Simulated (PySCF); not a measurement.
Species: C4H5FS.
SMILES: `FC1=CCCS1`

The closed-shell SCF was solved with PySCF and density fitting under several settings on one GFN2-xTB geometry (grid level 2 and gas phase unless stated).

| settings | basis functions | SCF cycles | E (Eh) | HOMO (eV) | LUMO (eV) | dipole (D) |
| --- | --- | --- | --- | --- | --- | --- |
| PBE0/pcSseg-1 | 134 | 14 | -652.9723 | -6.13 | 0.31 | 2.73 |
| PBE0/def2-SVPD | 170 | 14 | -652.7272 | -6.13 | 0.03 | 2.83 |

Q: Estimate the rows for these settings: (1) B97-D/IGLO-II, energy threshold 1e-11 Eh; (2) PW91/def2-SVP, grid level 3, energy threshold 1e-07 Eh; (3) BLYP/Sadlej pVTZ, fitting basis def2-qzvpp-jkfit.

A: 
```json
{"settings": "B97-D/IGLO-II, energy threshold 1e-11 Eh", "basis functions": "175", "SCF cycles": "13", "E (Eh)": "-653.3206", "HOMO (eV)": "-4.84", "LUMO (eV)": "-0.56", "dipole (D)": "2.50"}
{"settings": "PW91/def2-SVP, grid level 3, energy threshold 1e-07 Eh", "basis functions": "113", "SCF cycles": "9", "E (Eh)": "-653.0187", "HOMO (eV)": "-4.85", "LUMO (eV)": "-0.44", "dipole (D)": "2.30"}
{"settings": "BLYP/Sadlej pVTZ, fitting basis def2-qzvpp-jkfit", "basis functions": "197", "SCF cycles": "11", "E (Eh)": "-653.4135", "HOMO (eV)": "-4.86", "LUMO (eV)": "-0.86", "dipole (D)": "2.60"}
```

Q: Over all rows, what range does the HOMO–LUMO gap span?

A: From 4.00 eV (BLYP/Sadlej pVTZ, fitting basis def2-qzvpp-jkfit) to 6.44 eV (PBE0/pcSseg-1). The functional of the narrowest has no exact exchange, that of the widest 25 % exact exchange.

Q: Compare two rows with the functional PBE0: PBE0/pcSseg-1 and PBE0/def2-SVPD. Which energy is lower, and by how much?

A: PBE0/pcSseg-1 (134 functions) lies 0.2451 Eh or 154 kcal/mol below PBE0/def2-SVPD (170 functions). The smaller set gives the lower energy; the two sets aren't nested, so the variational bound doesn't order them by size.

B97-D ran without the empirical dispersion term, which would shift the total energy alone. Cycle counts include a coarse-grid stage where the run had one.

One conformer stands for the species.
